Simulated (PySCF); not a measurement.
# Reading a saddle point

A first-order saddle point of Si2H7F, closed shell, PBE0-D4/def2-TZVP, with one imaginary mode of 1107i cm⁻¹:

Si1  (-0.825, -0.122, -0.296)
H2  (-0.908, -1.806, -0.518)
H3  (-1.586, 0.633, -1.313)
H4  (-1.850, -0.419, 0.762)
Si5  (0.958, 0.853, 0.856)
H6  (-0.239, -1.574, -1.161)
F7  (0.442, -0.700, -1.690)
H8  (0.427, 1.748, 1.919)
H9  (1.743, -0.235, 1.499)
H10  (1.838, 1.621, -0.058)
(Å)

Program: PySCF 2.14 with density fitting (its default auxiliary sets; JK sets also for MP2 and CCSD(T)). Basis: def2-TZVPP and def2-QZVPP. Cores are frozen in the correlated methods. Extrapolation: Hartree–Fock as exp(−7.88 √X), correlation as X^−2.97.

(1) Which contacts change along the imaginary mode, and what lies on either side? (Judge from chemistry; the calculation decides.)

(2) Which side is lower, and how far does the saddle lie above each? (An estimate is asked for; the value comes from the calculation.)

T1 diagnostic: at most 0.015.

Answers

(1) By the calculation: The step is Si₂H₆ ([SiH3][SiH3]) + HF → Si₂H₅F ([F][SiH2][SiH3]) + H₂, with the molecules in contact on both sides. Shortening one way: Si1–F7, H2–H6; lengthening the same way: Si1–H2, H6–F7.
```csv
pair,one side (Å),saddle (Å),other side (Å)
Si1–F7,3.54,1.97,1.61
H2–H6,1.75,0.96,0.75
Si1–H2,1.50,1.70,3.99
H6–F7,0.93,1.23,2.73
```

(2) The calculation gives: The side with Si1–F7, H2–H6 short is lower by 0.944 eV; the saddle lies 2.513 eV above it and 1.569 eV above the other (CCSD(T) at an estimated basis limit (MP2 extrapolated from triple and quadruple zeta, plus CCSD(T) − MP2 in triple zeta); electronic energies).

Labels in which every atom is bracketed show which atoms are joined, not bond orders.

For scale, one of the runs: CCSD(T)/def2-TZVPP, 213 basis functions, launched by `OMP_NUM_THREADS=4 python run.py`. Hardware: 4 CPU threads of an Intel Xeon, shared host. Wall time 13 min; peak host memory 2.7 GiB.
